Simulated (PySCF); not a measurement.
Published values to compare with (the computed states carry no symmetry labels, so the two lists aren't matched line by line):

| state | E (eV) | f | kind of transition | source |
| --- | --- | --- | --- | --- |
| 3A2(n→π*) | 3.28 |  | vertical absorption | [1] |
| 3B1(n→π*) | 3.32 |  | vertical absorption | [1] |
| 1A2(n→π*) | 3.41 |  | vertical absorption | [1] |
| 1B1(n→π*) | 3.45 | 0.000 | vertical absorption | [1] |
| 3B2(π→π*) | 4.01 |  | vertical absorption | [1] |
| 3A1(π→π*) | 4.01 |  | vertical absorption | [1] |
| 1B2(π→π*) | 4.60 | 0.007 | vertical absorption | [1] |
| 1B2(n→3s) | 5.34 | 0.048 | vertical absorption | [1] |
| 1A1(π→π*) | 5.46 | 0.228 | vertical absorption | [1] |
| 1B2(n→3p) | 5.92 | 0.084 | vertical absorption | [1] |

[1] computed, theoretical best estimate (aug-cc-pVTZ, frozen core, CC3 geometry), gas; Veril, Scemama, Caffarel, Lipparini, Boggio-Pasqua, Jacquemin, Loos, WIREs Comput. Mol. Sci. 2021, 11, e1517 (QUESTDB)

Species: cyclopropenethione, C₃H₂S.
Numbering: `[S:1]=[c:2]1[cH:3][cH:4]1` (hydrogens: H5 on C3; H6 on C4)

Cartesian coordinates in Å at the PBE0-D3(BJ)/def2-SVP level; atoms count from 1:
```xyz
6
C3H2S angstrom
S      2.3781   -0.1215   -0.0116
C      0.7631   -0.0390   -0.0037
C     -0.4600    0.6916    0.0012
C     -0.5280   -0.6409    0.0037
H     -0.9956    1.6414    0.0022
H     -1.1571   -1.5316    0.0082
```

Theory: PySCF, TDDFT wB97X-D/def2-SVPD, vertical, gas phase, core orbitals frozen in the response.

Computed singlets: 3.46 eV (f 0.000); 3.82 eV (f 0.000); 5.08 eV (f 0.011); 5.81 eV (f 0.261); 6.09 eV (f 0.074); 6.60 eV (f 0.002); 6.99 eV (f 0.001); 7.07 eV (f 0.000); 7.17 eV (f 0.024); 7.30 eV (f 0.000). Computed triplets (Tamm–Dancoff): 3.17, 3.62, 3.92, 4.12 eV.

Question: How does the lowest computed singlet compare with the best estimate listed for the lowest singlet (vertical absorption)?

Answer: 3.46 eV against 3.41 eV for 1A2(n→π*) [1]: a difference of +0.05 eV. Geometry and basis of the two calculations needn't be the same.

Question: How does the lowest computed triplet compare with the best estimate listed for the lowest triplet (vertical absorption)?

Answer: 3.17 eV against 3.28 eV for 3A2(n→π*) [1]: a difference of -0.11 eV. Geometry and basis of the two calculations needn't be the same.

All these states lie below the vertical ionisation energy of 8.34 eV (ΔSCF).
